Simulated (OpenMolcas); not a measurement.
# PW6B95/6-31G(d) (Cartesian functions, PCM chloroform) run of CH5NO (SMILES NCO)

Aim: the energy change on altering one bond length of CH5NO at PW6B95/6-31G* (Cartesian functions, PCM chloroform), from 2 runs. 

The calculation is run with OpenMolcas 26.06.

3 further runs of the same task are left out: 3 set aside as unsound or not needed.

### 1 The structure to begin with

CH5NO: 8 atoms, total charge 0, spin state singlet. SMILES: `NCO`. Geometry: relaxed at GFN2-xTB. This is one conformer, not always the lowest.

Bond lengths: N1–C2 1.448 Å, C2–O3 1.395 Å, N1–H4 1.015 Å, N1–H5 1.012 Å, C2–H6 1.103 Å, C2–H7 1.103 Å, O3–H8 0.965 Å. Angles: N1–C2–O3 110.1°, N1–C2–H6 107.4°, N1–C2–H7 114.5°, O3–C2–H6 111.0°, O3–C2–H7 105.3°, C2–N1–H4 110.2°, C2–N1–H5 111.0°, C2–O3–H8 107.7°, H6–C2–H7 108.6°, H4–N1–H5 108.3°.

### 2 The charge distribution at PW6B95/6-31G(d) (Cartesian functions, PCM chloroform)

Input file struct.xyz:

```xyz
8

N     -0.614540    -0.125940    -0.771730
C      0.266850     0.333070     0.281910
O      0.647550    -0.739260     1.088370
H     -0.120150    -0.760550    -1.391010
H     -0.958140     0.651270    -1.321710
H     -0.282300     1.090960     0.864650
H      1.210920     0.779250    -0.073110
H     -0.150190    -1.228800     1.322640
```

Input file run.inp:

```
&GATEWAY
Coord=struct.xyz
Basis=6-31G*
Group=NoSym
RF-Input
PCM-Model
Solvent=chloroform
End of RF-Input
&SEWARD
&SCF
KSDFT=HYB_MGGA_XC_PW6B95
PrOrbitals=0
&LOCALISATION
Cholesky
```

On the command line:

```
$ export MOLCAS_MEM=1860
$ pymolcas run.inp > run.log
```

The program printed:

```text
--- Start Module: gateway ---
[...]
--- Stop Module: gateway /rc=_RC_ALL_IS_WELL_ ---
[...]
      Basis functions           55
[...]
--- Start Module: scf ---
[...]
       Convergence after  11 Iterations
[...]
::    Total KS-DFT energy                            -171.2700589037
[...]
      Total spin, S                                     0.0000000000
[...]
      Total electronic charge=   26.000000
      Total            charge=   -0.000000
[...]
      Dipole Moment (debye):
      Origin of the operator (angstrom)=    0.0989   -0.1925    0.1994
                   X= -7.6965E-01               Y=  9.8352E-01               Z= -1.4312E+00           Total=  1.8995E+00
      Quadrupole Moment (debye*angstrom):
[...]
--- Stop Module: scf /rc=_RC_ALL_IS_WELL_ ---
[...]
--- Start Module: localisation ---
[...]
--- Stop Module: localisation /rc=_RC_ALL_IS_WELL_ ---
[...]
```

Wall time 6.9 s (1 thread of Arm Neoverse V2, shared host); peak memory 0.39 GiB.

Atomic charges (e):

```
atom  Mulliken
  N1    -0.785
  C2    +0.055
  O3    -0.652
  H4    +0.327
  H5    +0.328
  H6    +0.152
  H7    +0.156
  H8    +0.419
```

### 3 The distorted shape at the same level

Input file struct.xyz:

```xyz
8

N     -0.442751    -0.514519    -0.496758
C      0.438639    -0.055509     0.556882
O      0.819339    -1.127839     1.363342
H      0.051639    -1.149129    -1.116038
H     -0.958140     0.651270    -1.321710
H     -0.110511     0.702381     1.139622
H      1.382709     0.390671     0.201862
H      0.021599    -1.617379     1.597612
```

Input file run.inp:

```
&GATEWAY
 Coord
 struct.xyz
 Basis
 6-31G*
 Group
 NoSym
 RF-Input
 PCM-Model
 Solvent=chloroform
 End of RF-Input

&SEWARD

&SCF
 KSDFT
 HYB_MGGA_XC_PW6B95
 PrOrbitals
 0

&LOCALISATION
 Cholesky
```

On the command line:

```
$ export MOLCAS_MEM=1860
$ pymolcas run.inp > run.log
```

The program printed:

```text
--- Start Module: gateway ---
[...]
--- Stop Module: gateway /rc=_RC_ALL_IS_WELL_ ---
[...]
      Basis functions           55
[...]
--- Start Module: scf ---
[...]
       Convergence after  12 Iterations
[...]
::    Total KS-DFT energy                            -171.2086630444
[...]
      Total spin, S                                     0.0000000000
[...]
      Total electronic charge=   26.000000
      Total            charge=   -0.000000
[...]
      Dipole Moment (debye):
      Origin of the operator (angstrom)=    0.2670   -0.5728    0.4685
                   X= -9.9144E-01               Y=  1.3966E+00               Z= -1.7544E+00           Total=  2.4518E+00
      Quadrupole Moment (debye*angstrom):
[...]
--- Stop Module: scf /rc=_RC_ALL_IS_WELL_ ---
[...]
--- Start Module: localisation ---
[...]
--- Stop Module: localisation /rc=_RC_ALL_IS_WELL_ ---
[...]
```

Run time: 7.2 s. Hardware: 1 thread of Arm Neoverse V2, shared host; peak memory 0.39 GiB.

Atomic charges (e):

```
atom  Mulliken
  N1    -0.759
  C2    +0.070
  O3    -0.648
  H4    +0.321
  H5    +0.306
  H6    +0.144
  H7    +0.148
  H8    +0.418
```

### 4 What came out

Level: PW6B95/6-31G* (Cartesian functions, PCM chloroform).

```
                                                         quantity          value
                                        first shape: total energy  -171.27006 Eh
                                       first shape: dipole moment         1.90 D
                                         first shape: HOMO energy       -6.77 eV
                                         first shape: LUMO energy        3.13 eV
                                       first shape: HOMO–LUMO gap        9.91 eV
                                    distorted shape: total energy  -171.20866 Eh
                                   distorted shape: dipole moment         2.45 D
                                     distorted shape: HOMO energy       -6.39 eV
                                     distorted shape: LUMO energy        0.68 eV
                                   distorted shape: HOMO–LUMO gap        7.07 eV
energy change with the N1–H5 bond stretched from 1.012 to 1.518 Å       1.671 eV
```

What this shows: With the N1–H5 bond stretched from 1.012 to 1.518 Å the energy rises by 1.67 eV (39 kcal/mol). The first shape isn't relaxed at this level, so the change isn't measured from a minimum. Mulliken charges (first shape) run from -0.78 on N1 to +0.42 on H8.
